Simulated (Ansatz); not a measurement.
Input file:

```yaml
crystal:
  periodic: [false, false, false]
  atoms:
    - {symbol: B, position_ang: [0.000000, 0.000000, 1.149601]}
    - {symbol: C, position_ang: [0.000000, 0.000000, -0.039399]}
    - {symbol: H, position_ang: [0.000000, 0.000000, -1.110201]}
basis:
  gaussian: {orbitals: 6-31G}
magnetization: {spin_polarized: false, initial_magnetization: 2}
correlation: {method: fic_mrcisd_q, electrons: outside_noble_gas, active_space: {window: {electrons: 4, orbitals: 4}}}
```

```sh
$ ansatz run in.yaml --threads 1 --pin off --events-out ev --progress --plain --max-ram 2393MiB
```

Output:

```
285 factors; integrals over basis functions are off by at most 2.1e-4 eV
mean field evaluation 1: about -1709.9171 eV, gradient 1.5e1 eV
mean field evaluation 2: about -1709.9240 eV, gradient 1.5e1 eV
mean field evaluation 4: about -1711.3078 eV, gradient 1.9e0 eV
mean field evaluation 8: about -1711.3330 eV, gradient 5.9e-3 eV
mean field evaluation 16: about -1711.3330 eV, gradient 1.0e-6 eV
mean field -1711.33299380 eV, -62.8903275391 hartree, gradient 4.8e-6 eV, S^2 2.000000; 2 other end points of the search recorded, 0 dependent functions left out
reference -1711.33299380 eV, -62.8903275391 hartree; 7, 5 occupied and 13, 15 virtual orbitals, 285 factors
state -1711.89689841 eV, -62.9110506512 hartree
contracted CI cycle   1: correlation 0.00000000 eV, 0.0000000000 hartree, residual 1.26e1 eV
contracted CI cycle   2: correlation -2.44850722 eV, -0.0899809806 hartree, residual 2.27e0 eV
contracted CI cycle   3: correlation -2.54805771 eV, -0.0936393939 hartree, residual 5.69e-1 eV
contracted CI cycle   4: correlation -2.55539309 eV, -0.0939089638 hartree, residual 1.42e-1 eV
contracted CI cycle   5: correlation -2.55583314 eV, -0.0939251354 hartree, residual 5.25e-2 eV
contracted CI cycle   6: correlation -2.55588836 eV, -0.0939271647 hartree, residual 1.70e-2 eV
contracted CI cycle   7: correlation -2.55589537 eV, -0.0939274224 hartree, residual 4.71e-3 eV
contracted CI cycle   8: correlation -2.55589587 eV, -0.0939274408 hartree, residual 1.31e-3 eV
state -1711.89689841 eV, -62.9110506512 hartree; corrected -1714.58494016 eV, -63.0098343634 hartree
Total energy: -1714.58494016 eV, -63.0098343634 hartree
```

Natural occupations: 1.9464 1.0000 1.0000 0.0536.

For the same geometry and basis full CI lies 28.5 meV lower.

Ran on 1 thread of Arm Neoverse V2, shared host: 0.36 s wall, 0.07 GiB peak host memory.
